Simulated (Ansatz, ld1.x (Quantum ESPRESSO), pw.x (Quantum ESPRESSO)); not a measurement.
**Equation-of-state test of one RRKJ potential (Al)**

aluminium (Al), norm-conserving RRKJ (Kleinman–Bylander form), made with ld1.x (Quantum ESPRESSO) 7.5 (LDA (PW92), scalar-relativistic). Core [Ne], reference 3s2 3p0.75 (charge +0.25). Waves: 3s (bound): rc 1.85 bohr; 3p (bound): rc 2.35 bohr. Local part: all-electron potential smoothed inside 2.15 bohr (lloc = -1). Core correction: none. rho0 = 0.02.

Crystal test: bcc Al in pw.x 7.5, no spin, 14³ k-points, Fermi–Dirac smearing 0.01 Ry, cutoffs 55/220 Ry. The reference is all-electron LAPW (Ansatz 0.2.0) with the same functional, mesh and smearing; V0 and B0 come from Birch–Murnaghan fits to the pressures at five volumes. Errors are pseudo minus all-electron; Δ is the rms difference of the E(V) curves that follow from these fits, minima aligned, over ±6 % about the mean V0. Mesh and smearing are coarse, so the numbers serve the comparison and aren't converged zero-temperature values; the lattice is a test structure that the element need not adopt.

```csv
V (Å³/atom),P all-electron (GPa),P pseudo (GPa)
15.411,4.35,7.52
15.816,2.08,5.06
16.222,0.10,2.90
16.628,-1.63,0.99
17.033,-3.14,-0.69
```

All-electron: a0 = 3.191 Å (V0 = 16.24 Å³/atom), B0 = 73.6 GPa.

Pseudopotential: mean pressure error (GPa): +2.80; a0 (Å): 3.231; a0 error (%): +1.25; B0 error (%): -6.1; Δ (meV/atom): 9.6. This is a poor potential for the solid.

Q: At the middle volume, how do free energy and pressure move when the wave cutoff is lowered (ecutrho kept at four times it)?

A:

```tsv
cutoff (Ry)	shift of F (meV/atom)	shift of P (GPa)
25	+142.8	-2.77
33	+48.9	-1.81
44	+5.2	-0.38
```

The run at the middle volume (104 k-points, 6 iterations) took about 4.8 s on one core of a shared host (Neoverse-V1, 64 threads, 503 GiB, load 43).
